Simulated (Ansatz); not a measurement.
Cost and result for the atomization energy of `F[C@H]1C[C@@H](F)C1` (12 atoms, 12 bonds).

Z-matrix (Å, degrees):
```
C
C 1 1.530
C 1 1.530 2 89.5
F 1 1.374 2 116.1 3 119.1
H 1 1.093 2 113.6 3 -115.6
C 2 1.530 1 87.2 3 19.1
H 2 1.089 1 119.4 3 141.6
H 2 1.092 1 109.3 3 -90.4
H 3 1.089 1 119.4 2 -141.6
H 3 1.092 1 109.3 2 90.4
F 6 1.374 2 116.1 1 -138.2
H 6 1.093 2 113.6 1 96.5
```

Charge 0, multiplicity 1. All single points use the PBE0-D4/def2-TZVP geometry. Program: Ansatz. All runs use 4 threads of a server CPU on a shared host. Times are those of one run each, without the atoms' runs, and a repeat can differ threefold. Electronic energies, without spin–orbit coupling; frozen cores. CCSD(T)/CBS adds CCSD(T) − MP2 in def2-TZVPP to the MP2 limit, and its time is that of the two runs behind it. T1 = 0.011. B3LYP takes the VWN-RPA correlation (the form of Gaussian; ORCA's B3LYP/G).

CCSD(T)/CBS is a level of theory with its own doubt, some kJ/mol a heavy atom from the limit and from the frozen cores, so smaller differences don't rank the functionals.

```json
{"level": "PBE-D4/def2-TZVPP (with forces)", "functions": "270", "wall time": "2.9 s"}
{"level": "PBE0-D4/def2-TZVPP", "functions": "270", "wall time": "3.3 s"}
{"level": "r2SCAN-D4/def2-TZVPP (with forces)", "functions": "270", "wall time": "5.5 s"}
{"level": "B3LYP-D4/def2-TZVPP (with forces)", "functions": "270", "wall time": "5.5 s"}
{"level": "B2PLYP/def2-TZVPP", "functions": "270", "wall time": "6.5 s"}
{"level": "ωB97X-V/def2-TZVPP", "functions": "270", "wall time": "7.5 s"}
{"level": "ωB97M-V/def2-TZVPP (with forces)", "functions": "270", "wall time": "12 s"}
{"level": "MP2/def2-QZVPP", "functions": "522", "wall time": "31 s"}
{"level": "CCSD(T)/def2-TZVPP", "functions": "270", "wall time": "5.3 min"}
{"level": "CCSD(T)/CBS(def2)", "functions": "–", "wall time": "5.8 min"}
```

Question: What atomization energy does each give, and how far from CCSD(T)/CBS? (Best estimate.)

Answer: The calculation gave: 
```json
{"level": "PBE-D4/def2-TZVPP (with forces)", "atomization (kJ/mol)": "5063.8", "difference from CCSD(T)/CBS": "161.7", "per bond": "13.5"}
{"level": "PBE0-D4/def2-TZVPP", "atomization (kJ/mol)": "4960.8", "difference from CCSD(T)/CBS": "58.7", "per bond": "4.9"}
{"level": "r2SCAN-D4/def2-TZVPP (with forces)", "atomization (kJ/mol)": "4927.7", "difference from CCSD(T)/CBS": "25.6", "per bond": "2.1"}
{"level": "B3LYP-D4/def2-TZVPP (with forces)", "atomization (kJ/mol)": "4895.3", "difference from CCSD(T)/CBS": "-6.8", "per bond": "-0.6"}
{"level": "B2PLYP/def2-TZVPP", "atomization (kJ/mol)": "4856.6", "difference from CCSD(T)/CBS": "-45.5", "per bond": "-3.8"}
{"level": "ωB97X-V/def2-TZVPP", "atomization (kJ/mol)": "4926.7", "difference from CCSD(T)/CBS": "24.6", "per bond": "2.0"}
{"level": "ωB97M-V/def2-TZVPP (with forces)", "atomization (kJ/mol)": "4927.8", "difference from CCSD(T)/CBS": "25.7", "per bond": "2.1"}
{"level": "MP2/def2-QZVPP", "atomization (kJ/mol)": "4966.4", "difference from CCSD(T)/CBS": "64.3", "per bond": "5.4"}
{"level": "CCSD(T)/def2-TZVPP", "atomization (kJ/mol)": "4786.8", "difference from CCSD(T)/CBS": "-115.3", "per bond": "-9.6"}
{"level": "CCSD(T)/CBS(def2)", "atomization (kJ/mol)": "4902.1", "difference from CCSD(T)/CBS": "0.0", "per bond": "0.0"}
```

In def2-TZVPP, CCSD(T) changes the Hartree–Fock value by +1205.9 kJ/mol (the triples alone add +75.8 kJ/mol) and MP2 by +1317.7 kJ/mol; breaking electron pairs costs correlation energy, which Hartree–Fock lacks. From PBE to PBE0 (25 % exact exchange), in def2-TZVPP and without D4, the atomization energy moves by −99.4 kJ/mol: exact exchange takes away binding that semilocal exchange gives to molecules. The D4 term adds +33.1 kJ/mol with B3LYP and +17.2 kJ/mol with PBE0; it sums over pairs of atoms, weighted by their polarisabilities, and B3LYP, whose exchange is more repulsive, gets the larger term.
